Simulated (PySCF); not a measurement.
Level of theory: PBE-D3(BJ)/def2-TZVP // B3LYP-D3(BJ)/def2-TZVP (PySCF 2.14.0). Isolated molecules, 0 K electronic values unless said otherwise. One relaxed conformer stands for a flexible species; it need not be the lowest. 

Reference species (SMILES): `S` (neutral, multiplicity 1).

The LUMO comes out as -0.43 eV. The HOMO is -6.19 eV. The HOMO–LUMO gap is 5.76 eV.

Changed species: `CN(C)S` (C–N–S–H torsion 67°) (X = dimethylamino; the reference has X = H).

### Question
Give the shifts of the LUMO, HOMO and HOMO–LUMO gap.

### Answer
the LUMO falls by 0.26 eV, to -0.69 eV; the HOMO rises by 0.66 eV, to -5.53 eV; the HOMO–LUMO gap falls by 0.92 eV, to 4.84 eV.
